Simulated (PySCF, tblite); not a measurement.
# C₅H₁₁N+ (doublet): geometry, infrared bands and EPR parameters

What infrared bands and EPR parameters should C₅H₁₁N+ (doublet) (`C=C[N+](C)CC`) show?

Programs: tblite 0.8.0 and PySCF 2.14.0, with density-fitted response routines of our own. Each step states its level of theory. These are calculated values for one molecule in the gas phase, unless marked as measured. Atoms are numbered from 0 throughout.

## Step 1: The molecule as given

17 atoms, charge 1, multiplicity 2; geometry from: force field or distance geometry start.

Bonds of the start (Å): C0–C1 1.35, C1–N2 1.37, N2–C3 1.48, N2–C4 1.48, C4–C5 1.53, C0–H6 1.07, C0–H7 1.08, C1–H8 1.10, C3–H9 1.09, C3–H10 1.09, C3–H11 1.09, C4–H12 1.10, C4–H13 1.10, C5–H14 1.09, C5–H15 1.10, C5–H16 1.09.

## Step 2: Geometry optimisation with GFN2-xTB

The job: settings as JSON, then the geometry in Å.

```
{"job": {"kind": "relax", "xc": "GFN2-xTB", "basis": "xTB"}, "charge": 1, "multiplicity": 2}
C      2.337900    -1.062200     0.183400
C      1.070400    -0.803400     0.558900
N      0.255000     0.230000     0.195900
C      0.646400     1.256300    -0.789200
C     -1.127700     0.339900     0.711800
C     -2.106200    -0.360700    -0.230900
H      2.858800    -1.921500     0.565300
H      2.862800    -0.415200    -0.508300
H      0.610300    -1.496300     1.274800
H     -0.148800     1.983700    -0.953000
H      0.880000     0.780800    -1.745100
H      1.524600     1.789300    -0.422200
H     -1.201400    -0.097200     1.716800
H     -1.406000     1.394300     0.812600
H     -2.082200     0.091200    -1.227600
H     -3.124600    -0.277300     0.170200
H     -1.856300    -1.419700    -0.323300
```

Started as:

```
$ OMP_NUM_THREADS=1 python probes_run.py task.json out
```

One launch serves the whole session: the jobs run in the order shown.

What it wrote:

```text
step      E/eV     max force
  0    -510.32199    1.787
  1    -510.38228    1.040
  2    -510.41186    0.464
  3    -510.43364    0.470
  4    -510.44880    0.313
  5    -510.45805    0.198
  6    -510.46310    0.208
  7    -510.46615    0.186
  8    -510.46776    0.135
  9    -510.46882    0.112
 10    -510.46990    0.118
 11    -510.47105    0.117
 12    -510.47204    0.108
 13    -510.47279    0.075
 14    -510.47346    0.074
 15    -510.47420    0.096
 16    -510.47481    0.086
 17    -510.47512    0.045
 18    -510.47528    0.034
 19    -510.47545    0.035
 20    -510.47568    0.047
 21    -510.47591    0.046
 22    -510.47608    0.033
 23    -510.47620    0.025
 24    -510.47630    0.027
 25    -510.47640    0.032
 26    -510.47648    0.029
 27    -510.47655    0.020
 28    -510.47661    0.022
 29    -510.47668    0.022
 30    -510.47673    0.018
 31    -510.47676    0.016
 32    -510.47680    0.021
 33    -510.47686    0.030
 34    -510.47695    0.031
 35    -510.47705    0.023
 36    -510.47713    0.025
 37    -510.47721    0.022
 38    -510.47729    0.029
 39    -510.47738    0.027
 40    -510.47747    0.024
 41    -510.47756    0.023
 42    -510.47767    0.030
 43    -510.47784    0.038
 44    -510.47807    0.037
 45    -510.47827    0.030
 46    -510.47841    0.024
 47    -510.47850    0.021
 48    -510.47857    0.019
 49    -510.47863    0.015
 50    -510.47866    0.015
 51    -510.47869    0.014
 52    -510.47872    0.014
 53    -510.47874    0.010
```

Wall time 0.26 s (1 thread of Arm Neoverse V1, shared host).

Step by step: (not every step is listed)

| step | energy from step 0 (eV) | largest force (eV/Å) |
| --- | --- | --- |
| 0 | 0.0000 | 1.7871 |
| 1 | -0.0603 | 1.0402 |
| 2 | -0.0899 | 0.4636 |
| 3 | -0.1116 | 0.4700 |
| 4 | -0.1268 | 0.3133 |
| 5 | -0.1361 | 0.1983 |
| 6 | -0.1411 | 0.2079 |
| 7 | -0.1442 | 0.1863 |
| 8 | -0.1458 | 0.1355 |
| 12 | -0.1500 | 0.1082 |
| 16 | -0.1528 | 0.0864 |
| 20 | -0.1537 | 0.0474 |
| 24 | -0.1543 | 0.0274 |
| 28 | -0.1546 | 0.0218 |
| 32 | -0.1548 | 0.0207 |
| 36 | -0.1551 | 0.0247 |
| 40 | -0.1555 | 0.0236 |
| 44 | -0.1561 | 0.0371 |
| 48 | -0.1566 | 0.0193 |
| 49 | -0.1566 | 0.0150 |
| 50 | -0.1567 | 0.0151 |
| 51 | -0.1567 | 0.0136 |
| 52 | -0.1567 | 0.0141 |
| 53 | -0.1567 | 0.0099 |

Distances of close pairs at the start and the end, largest changes first:

| bond | before (Å) | after (Å) | change (Å) |
| --- | --- | --- | --- |
| N2–C4 | 1.480 | 1.431 | -0.049 |
| N2–C3 | 1.475 | 1.429 | -0.046 |
| C1–N2 | 1.365 | 1.338 | -0.027 |
| C1–H8 | 1.097 | 1.083 | -0.014 |
| C0–C1 | 1.347 | 1.361 | +0.014 |
| C5–H15 | 1.098 | 1.086 | -0.012 |
| C4–C5 | 1.529 | 1.539 | +0.010 |
| C5–H14 | 1.095 | 1.086 | -0.008 |

The final coordinates are the input of the step that follows.

## Step 3: Vibrational analysis with GFN2-xTB

The job: settings as JSON, then the geometry in Å.

```
{"job": {"kind": "ir", "xc": "GFN2-xTB", "basis": "xTB"}, "charge": 1, "multiplicity": 2}
C      2.297977    -1.002063     0.154014
C      1.034289    -0.774607     0.605537
N      0.235607     0.227525     0.219702
C      0.639022     1.177073    -0.769203
C     -1.098130     0.319051     0.730042
C     -2.091409    -0.322415    -0.255208
H      2.855597    -1.841532     0.530664
H      2.791993    -0.378354    -0.570959
H      0.612316    -1.442046     1.346798
H     -0.181566     1.851547    -1.002902
H      0.964324     0.680705    -1.687024
H      1.481720     1.773846    -0.406102
H     -1.167732    -0.193805     1.691282
H     -1.361646     1.371756     0.863216
H     -2.062455     0.172416    -1.221926
H     -3.094168    -0.230466     0.151148
H     -1.862738    -1.376601    -0.388989
```

What it wrote:

```text
mode    cm-1     km/mol
  1      61.2      0.51
  2      96.8      2.71
  3     162.5      0.50
  4     210.1      0.01
  5     246.3      1.46
  6     308.3      0.34
  7     406.9      2.83
  8     453.1      0.25
  9     544.9      1.46
 10     575.6      3.59
 11     812.2      7.21
 12     839.8      6.83
 13     871.2     15.83
 14     915.8     24.64
 15     975.8      2.53
 16    1006.2     12.73
 17    1033.5     31.69
 18    1049.6      3.89
 19    1063.2      4.43
 20    1099.2      3.37
 21    1186.5     10.69
 22    1218.3     21.06
 23    1269.5     27.71
 24    1299.2     16.41
 25    1337.7     17.68
 26    1379.3     43.25
 27    1392.5     28.93
 28    1409.9     12.65
 29    1413.1     23.55
 30    1439.2      2.94
 31    1454.4      6.97
 32    1460.1     19.74
 33    1471.7      9.23
 34    1499.2     29.97
 35    2959.2      4.87
 36    2971.3      0.82
 37    2988.6      5.20
 38    2996.6      1.40
 39    3057.2      5.17
 40    3059.1      3.39
 41    3063.1      5.77
 42    3065.2      0.14
 43    3069.3      2.76
 44    3119.3     23.49
 45    3156.9      8.18
```

Wall time 0.42 s (1 thread of Arm Neoverse V1, shared host).

The strongest bands and the atoms that carry them (share of the mass-weighted mode):

| cm⁻¹ | km/mol | atoms |
| --- | --- | --- |
| 916 | 24.6 | H8 64 %, H7 16 %, C1 12 % |
| 1034 | 31.7 | C4 22 %, C5 18 %, H14 10 % |
| 1270 | 27.7 | H12 44 %, H13 31 %, C4 14 % |
| 1379 | 43.2 | H11 24 %, H10 18 % |
| 1392 | 28.9 | H10 17 %, H15 16 %, H14 14 %, H16 14 % |
| 1413 | 23.6 | H9 48 %, H11 21 %, H10 18 % |
| 1499 | 30.0 | C1 41 %, C0 33 % |
| 3119 | 23.5 | H7 58 %, H6 37 % |

## Step 4: g tensor and hyperfine couplings: B3LYP/pcH-1

The job, as its differences from that of step 3:

```diff
@@ -1,2 +1,2 @@
-{"job": {"kind": "ir", "xc": "GFN2-xTB", "basis": "xTB"}, "charge": 1, "multiplicity": 2}
+{"job": {"kind": "epr", "basis": "pcH-1"}, "charge": 1, "multiplicity": 2}
 C      2.297977    -1.002063     0.154014
```

Level: UKS B3LYP, pcH-1 on C H N, non-relativistic, mean-field spin-orbit, GIAO.

What it wrote:

```text
UKS, coarse grid
  cycle   1  E = -251.59260807  |g| = 3.08e-01
  cycle   2  E = -251.53239858  |g| = 4.94e-01
  cycle   3  E = -251.63561114  |g| = 7.45e-02
  cycle   4  E = -251.63747972  |g| = 4.30e-02
  cycle   5  E = -251.63849309  |g| = 8.99e-03
  cycle   6  E = -251.63856145  |g| = 4.40e-03
  cycle   7  E = -251.63858135  |g| = 2.00e-03
  cycle   8  E = -251.63858476  |g| = 6.00e-04
UKS, final grid
  cycle   1  E = -251.63853219  |g| = 7.21e-04
  cycle   2  E = -251.63853193  |g| = 1.02e-03
  cycle   3  E = -251.63853244  |g| = 1.38e-04
  cycle   4  E = -251.63853245  |g| = 4.10e-05
  cycle   5  E = -251.63853245  |g| = 1.92e-05
E = -251.63853245 Eh   <S^2> = 0.7704 (exact 0.7500)
g shifts (ppm)      1          2          3
  rmc          -186       -186       -186
  gc              0         37         41
  oz_so          -1       1203       1477
  total        -187       1053       1331
hyperfine (MHz)  atom isotope    a_iso     a_fc   dipolar eigenvalues
    0   13C      49.20      49.20    -49.24    -48.32     97.56
    1   13C     -40.92     -40.92    -17.76      5.41     12.35
    2   14N      25.90      25.90    -25.24    -24.73     49.96
    3   13C     -17.86     -17.86     -1.61      0.26      1.35
    4   13C     -17.76     -17.76     -3.46     -0.08      3.54
    5   13C      29.61      29.61     -5.54     -5.33     10.87
    6    1H     -41.27     -41.27    -23.37     -2.21     25.58
    7    1H     -39.87     -39.87    -20.94     -2.66     23.59
    8    1H       7.13       7.13     -5.19      0.20      5.00
    9    1H       2.02       2.02     -3.13     -2.78      5.91
   10    1H      57.41      57.41     -4.44     -0.55      4.99
   11    1H      71.76      71.76     -4.12     -1.32      5.44
   12    1H      12.77      12.77     -3.22     -2.47      5.69
   13    1H      40.17      40.17     -3.80     -2.60      6.40
   14    1H      -3.79      -3.79     -3.60     -1.04      4.64
   15    1H      11.09      11.09     -3.02     -1.15      4.16
   16    1H      -3.32      -3.32     -3.80     -0.39      4.20
```

Run time: 52 s. Hardware: 1 thread of Arm Neoverse V1, shared host; peak memory 0.97 GiB.

Principal g values 2.00213, 2.00337, 2.00365; g(iso) = 2.00305, against 2.00232 for a free electron.

Mean a(iso) over the nuclei that a row names, and the largest dipolar term of the row (other rows stand at the frozen geometry):

| nuclei | isotope | a(iso) (MHz) | a(iso) (G, at g = 2.0023) | largest dipolar term (MHz) |
| --- | --- | --- | --- | --- |
| C0 | 13C | 49.2 | 17.6 | 97.6 |
| H9, H10, H11 | 1H | 43.7 | 15.6 | 5.9 |
| H6 | 1H | -41.3 | -14.7 | 25.6 |
| C1 | 13C | -40.9 | -14.6 | -17.8 |
| H7 | 1H | -39.9 | -14.2 | 23.6 |
| C5 | 13C | 29.6 | 10.6 | 10.9 |
| H12, H13 | 1H | 26.5 | 9.4 | 6.4 |
| N2 | 14N | 25.9 | 9.2 | 50.0 |
| C3 | 13C | -17.9 | -6.4 | -1.6 |
| C4 | 13C | -17.8 | -6.3 | 3.5 |
| H8 | 1H | 7.1 | 2.5 | -5.2 |
| H14, H15, H16 | 1H | 1.3 | 0.5 | 4.6 |

Mulliken spin populations:

C0 0.64; C1 -0.14; N2 0.47; C3 -0.03; C4 -0.02; C5 0.05; H6 -0.03; H7 -0.02; H8 0.00; H9 0.00; H10 0.03; H11 0.03; H12 0.01; H13 0.02; H14 0.00; H15 0.01; H16 0.00

In first order the couplings over 0.8 MHz of 1H, 14N give 1052 distinct lines over 117.1 G, if the averaged nuclei exchange fast.

Orbitals, density, ELF and potential are computed afterwards from the orbital file.

ELF in a plane through or near 5 of the atoms.

Ten even steps from ' ' (0.00) to '@' (1.00):
```
                                                        
                                                        
                                                        
                                                        
          ::==::      **##--                            
      ..%%@@@@@@--  --@@@@##..                          
      --@@@@@@@@**..==%%@@**..      ....--++==::        
      ::%%@@@@@@++##**==**::    ..--==**@@@@@@@@::      
        ::==##--**####::**++::..==##==##@@@@@@@@==      
        ..--####--****++%%##**--++%%--++@@@@@@@@--      
        ==%%@@@@@@--  ::**####--::++++++++++++--        
        ++@@@@@@%%    ::**##++..  ..====::..            
        ::**%%**..  ==**::--==::    ..::..              
                  ..++##::**@@@@##                      
                  ..--====##@@@@@@--                    
                        ..==%%@@@@==                    
                          ..--**==                      
                                                        
                                                        
                                                        
```
The map spans 11.4 Å across and 9.3 Å up, centred on the molecule. Atoms in the plane (x, y in Å): C0 (-2.4, 0.7), C3 (-0.5, -1.5), H6 (-3.1, 1.5), H7 (-2.8, -0.3), H15 (3.0, 0.6).

On the surface of density 0.002 e/bohr³ the electrostatic potential runs, from the 1st to the 99th percentile, from 3.68 to 5.54 V.

The spin density lies nearest to C0 35 %; N2 33 %; C1 8 % (beta excess).

## Step 5: Results

| quantity | value |
| --- | --- |
| strongest single infrared mode (GFN2-xTB) | 1379 cm⁻¹, 43 km/mol |
| zero-point energy (GFN2-xTB) | 93.6 kcal/mol |
| g(iso) (B3LYP) | 2.00305 |
| ⟨S²⟩ | 0.770 (exact 0.75) |
| largest a(iso) (averaged by class) | 13C on C0, 49.2 MHz |

In words: Over 53 steps the energy fell by 0.157 eV; of the close pairs, N2–C4 changed most, 1.480 to 1.431 Å. All 45 modes are real, so the xTB geometry is a minimum. The strongest single mode, at 1379 cm⁻¹, is spread over many atoms; the largest shares are those of H11, H10. Unscaled tight-binding wavenumbers are off by several per cent, some by more. Its intensities can rank the bands wrongly. The largest spin populations lie on C0 (0.64 e), N2 (0.47 e). The isotropic g lies 0.7 ppt above the free-electron value.
